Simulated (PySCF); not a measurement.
PySCF input (M06-2X/def2-TZVPD):

```python
from pyscf import gto, scf, dft

mol = gto.M(
    atom='''
    C    -0.00000000   -0.00000000   -0.48944061
    C     0.00000000    0.00000000    0.74906153
    H    -0.00000000   -0.00000000   -1.55772552
    ''',
    basis='def2-tzvpd',
    charge=-1,
    spin=0,
    verbose=4,
)

mf = dft.RKS(mol, xc='m062x').density_fit(auxbasis='def2-universal-jkfit')
mf.grids.level = 4
mf.conv_tol = 1e-9
mf.max_cycle = 100
mf.max_memory = 1500
mf.kernel()
if not mf.converged:
    mf = mf.newton()
    mf.kernel(mf.make_rdm1())
mf.analyze()
```

End of the output:

```
Extra cycle  E= -76.7136368006261  delta_E= -1.38e-12  |g|= 6.96e-07  |ddm|= 0.0001
converged SCF energy = -76.7136368006261
**** SCF Summaries ****
Total Energy =                         -76.713636800626105
Nuclear Repulsion Energy =              19.730303297447524
One-electron Energy =                 -145.080938699764744
Two-electron Energy =                   48.636998601691126
Two-electron Coulomb Energy =           59.903215723804564
DFT Exchange-Correlation Energy =      -11.266217122113437
HOMO-LUMO gap [eV] =                     6.934253505265349
**** MO energy ****
MO #1   energy= -10.2639665060558  occ= 2
MO #2   energy= -10.26012906706    occ= 2
MO #3   energy= -0.558655881609916 occ= 2
MO #4   energy= -0.355855568605545 occ= 2
MO #5   energy= -0.075283166490962 occ= 2
MO #6   energy= -0.0751096096896964 occ= 2
MO #7   energy= -0.0751096096896682 occ= 2
MO #8   energy= 0.179719508539325  occ= 0
MO #9   energy= 0.235430912763835  occ= 0
MO #10  energy= 0.27538161796661   occ= 0
MO #11  energy= 0.294010360369891  occ= 0
MO #12  energy= 0.294010360369899  occ= 0
MO #13  energy= 0.376837634391809  occ= 0
MO #14  energy= 0.376837634391843  occ= 0
MO #15  energy= 0.405576548424864  occ= 0
MO #16  energy= 0.412934837741884  occ= 0
MO #17  energy= 0.412934902220835  occ= 0
MO #18  energy= 0.432751601374664  occ= 0
MO #19  energy= 0.455581830102128  occ= 0
MO #20  energy= 0.455581830102226  occ= 0
MO #21  energy= 0.457412178562773  occ= 0
MO #22  energy= 0.51005870142211   occ= 0
MO #23  energy= 0.510058767685402  occ= 0
MO #24  energy= 0.541129677928098  occ= 0
MO #25  energy= 0.541129677928115  occ= 0
MO #26  energy= 0.613444367891548  occ= 0
MO #27  energy= 0.61344436789161   occ= 0
MO #28  energy= 0.622296379468856  occ= 0
MO #29  energy= 0.706579236741707  occ= 0
MO #30  energy= 0.766311653402955  occ= 0
MO #31  energy= 0.830818633494371  occ= 0
MO #32  energy= 0.84088450152016   occ= 0
MO #33  energy= 0.840884501520607  occ= 0
MO #34  energy= 0.974007951810098  occ= 0
MO #35  energy= 1.05591289338836   occ= 0
MO #36  energy= 1.0559129839993    occ= 0
MO #37  energy= 1.17250671690841   occ= 0
MO #38  energy= 1.17250671690844   occ= 0
MO #39  energy= 1.17536297427066   occ= 0
MO #40  energy= 1.31746211294683   occ= 0
MO #41  energy= 1.31746215884641   occ= 0
MO #42  energy= 1.45812633355541   occ= 0
MO #43  energy= 1.45812633355545   occ= 0
MO #44  energy= 1.47152162213544   occ= 0
MO #45  energy= 1.67969714158625   occ= 0
MO #46  energy= 1.76224330110398   occ= 0
MO #47  energy= 1.762243301104     occ= 0
MO #48  energy= 1.97326740636695   occ= 0
MO #49  energy= 1.99453847151995   occ= 0
MO #50  energy= 2.09278741955385   occ= 0
MO #51  energy= 2.09278741955398   occ= 0
MO #52  energy= 2.25695716603444   occ= 0
MO #53  energy= 2.39729948650219   occ= 0
MO #54  energy= 2.43016224505373   occ= 0
MO #55  energy= 2.43016224505378   occ= 0
MO #56  energy= 2.79930951948484   occ= 0
MO #57  energy= 2.79931179364838   occ= 0
MO #58  energy= 2.82408495508916   occ= 0
MO #59  energy= 2.82408495508919   occ= 0
MO #60  energy= 2.94415648606276   occ= 0
MO #61  energy= 3.01162201901158   occ= 0
MO #62  energy= 3.01162201901159   occ= 0
MO #63  energy= 3.20138170639603   occ= 0
MO #64  energy= 3.20138170639606   occ= 0
MO #65  energy= 3.20626678268713   occ= 0
MO #66  energy= 3.36591209245921   occ= 0
MO #67  energy= 3.36591209245925   occ= 0
MO #68  energy= 3.38703029714803   occ= 0
MO #69  energy= 3.38703994701916   occ= 0
MO #70  energy= 3.47827656746203   occ= 0
MO #71  energy= 3.47828097962678   occ= 0
MO #72  energy= 3.56440476436317   occ= 0
MO #73  energy= 3.82002519913454   occ= 0
MO #74  energy= 3.82002899156172   occ= 0
MO #75  energy= 3.98472642958214   occ= 0
MO #76  energy= 3.98472642958215   occ= 0
MO #77  energy= 4.32719988694006   occ= 0
MO #78  energy= 4.85623382296239   occ= 0
MO #79  energy= 4.85623382296245   occ= 0
MO #80  energy= 4.93552576071384   occ= 0
MO #81  energy= 5.46199043151388   occ= 0
MO #82  energy= 22.4525162444059   occ= 0
MO #83  energy= 23.0019328473169   occ= 0
 ** Mulliken pop on meta-lowdin orthogonal AOs  **
 ** Mulliken pop  **
pop of  0 C 1s            1.99994
pop of  0 C 2s            1.02148
pop of  0 C 3s            0.01073
pop of  0 C 4s            0.00425
pop of  0 C 5s            0.00247
pop of  0 C 6s            0.00101
pop of  0 C 2px           1.15583
pop of  0 C 2py           1.15583
pop of  0 C 2pz           1.10980
pop of  0 C 3px           0.00705
pop of  0 C 3py           0.00705
pop of  0 C 3pz           0.00915
pop of  0 C 4px           0.00162
pop of  0 C 4py           0.00162
pop of  0 C 4pz           0.00222
pop of  0 C 3dxy          0.00000
pop of  0 C 3dyz          0.00018
pop of  0 C 3dz^2         0.00303
pop of  0 C 3dxz          0.00018
pop of  0 C 3dx2-y2       0.00000
pop of  0 C 4dxy          0.00000
pop of  0 C 4dyz          0.00039
pop of  0 C 4dz^2         0.00030
pop of  0 C 4dxz          0.00039
pop of  0 C 4dx2-y2       0.00000
pop of  0 C 5dxy          0.00000
pop of  0 C 5dyz          0.00000
pop of  0 C 5dz^2         0.00241
pop of  0 C 5dxz          0.00000
pop of  0 C 5dx2-y2       0.00000
pop of  0 C 4f-3          0.00000
pop of  0 C 4f-2          0.00000
pop of  0 C 4f-1          0.00046
pop of  0 C 4f+0          0.00324
pop of  0 C 4f+1          0.00046
pop of  0 C 4f+2          0.00000
pop of  0 C 4f+3          0.00000
pop of  1 C 1s            1.99995
pop of  1 C 2s            1.48770
pop of  1 C 3s            0.04244
pop of  1 C 4s            0.00465
pop of  1 C 5s            0.00167
pop of  1 C 6s            0.00070
pop of  1 C 2px           0.82100
pop of  1 C 2py           0.82100
pop of  1 C 2pz           1.36141
pop of  1 C 3px           0.00259
pop of  1 C 3py           0.00259
pop of  1 C 3pz           0.00989
pop of  1 C 4px           0.00277
pop of  1 C 4py           0.00277
pop of  1 C 4pz           0.00602
pop of  1 C 3dxy          0.00000
pop of  1 C 3dyz          0.00208
pop of  1 C 3dz^2         0.00692
pop of  1 C 3dxz          0.00208
pop of  1 C 3dx2-y2       0.00000
pop of  1 C 4dxy          0.00000
pop of  1 C 4dyz          0.00001
pop of  1 C 4dz^2         0.00024
pop of  1 C 4dxz          0.00001
pop of  1 C 4dx2-y2       0.00000
pop of  1 C 5dxy          0.00000
pop of  1 C 5dyz          0.00036
pop of  1 C 5dz^2         0.00031
pop of  1 C 5dxz          0.00036
pop of  1 C 5dx2-y2       0.00000
pop of  1 C 4f-3          0.00000
pop of  1 C 4f-2          0.00000
pop of  1 C 4f-1          0.00002
pop of  1 C 4f+0          0.00086
pop of  1 C 4f+1          0.00002
pop of  1 C 4f+2          0.00000
pop of  1 C 4f+3          0.00000
pop of  2 H 1s            0.89881
pop of  2 H 2s            0.00419
pop of  2 H 3s            0.00238
pop of  2 H 2px           0.00270
pop of  2 H 2py           0.00270
pop of  2 H 2pz           0.00072
pop of  2 H 3px           0.00294
pop of  2 H 3py           0.00294
pop of  2 H 3pz           0.00109
 ** Mulliken atomic charges  **
charge of    0C =     -0.50110
charge of    1C =     -0.58042
charge of    2H =      0.08152

WARN: System has nonzero charge -1; the dipole moment is origin-dependent.
Location of origin: [0. 0. 0.]

Dipole moment(X, Y, Z, Debye): -0.00000,  0.00000, -3.45431
```

It need not be the lowest isomer of its formula. Whether it binds its extra electron was not tested at this geometry.
